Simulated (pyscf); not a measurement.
Single points on ωB97X-D3(BJ)/def2-SVP structures (PySCF, gas phase).

Problem. For H₃C–CdH (SMILES [CH3][CdH]) + CH₄ (SMILES C) → H₃C–Cd–CH₃ (SMILES [CH3][Cd][CH3]) + H₂ (SMILES [H][H]), a four-centre exchange (singlet surface; Cd–H, C–H broken, C–Cd, H–H formed), PBE/def2-TZVP gives ΔE‡ = 233.0 kJ/mol and ΔE = +51.9 kJ/mol (zero: the separated reactants). In which direction and how far do B3LYP-D3(BJ)/def2-TZVP, PBE0-D3(BJ)/def2-TZVP, ωB97M-D3(BJ)/def2-TZVP move these?

Solution. B3LYP-D3(BJ): ΔE‡ = 251.5 kJ/mol, ΔE = +54.6 kJ/mol; PBE0-D3(BJ): ΔE‡ = 237.7 kJ/mol, ΔE = +54.5 kJ/mol; ωB97M-D3(BJ): ΔE‡ = 252.4 kJ/mol, ΔE = +57.6 kJ/mol. PBE's barrier lies under all of them, by 4.7 to 19.4 kJ/mol. Its reaction energy lies under all of them, by 2.6 to 5.7 kJ/mol. At the saddle there is also a short Cd–H contact that neither side keeps. One saddle was located; it need not be the lowest between these sides. Elements past Kr carry the def2 core potentials, without spin-orbit coupling.
